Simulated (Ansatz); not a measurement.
Molecule: C3H4, net charge -1, doublet state. 
Coordinates optimised at B3LYP-D3(BJ)/def2-TZVP (Ansatz, a first-principles code):
```xyz
7

C      1.2669     0.0687    -0.0950
C      0.0034    -0.0707     0.3858
C     -1.2685    -0.0345    -0.0915
H      1.5255    -0.1443    -1.1429
H      2.1046     0.3666     0.5335
H     -1.5443     0.5352    -0.9914
H     -2.0963    -0.5384     0.4049
```
Charge -1, spin multiplicity 2.

Basis-set convergence of Hartree-Fock and CCSD(T) correlation energies (hartree) with Ansatz. Cores are frozen in the correlated levels unless marked. UHF or UKS for open shells. Spin-orbit coupling is left out. No relativistic terms. This anion needs diffuse functions, which these sets lack.

```tsv
basis	functions	E(HF)	E(corr, CCSD(T))
cc-pVDZ	-	-115.78937	-0.45295
cc-pVTZ	146	…	…
```

Question: Fill in the missing entries.

Answer: 
- cc-pVTZ, E(HF): -115.82908
- cc-pVTZ, E(corr, CCSD(T)): -0.54667
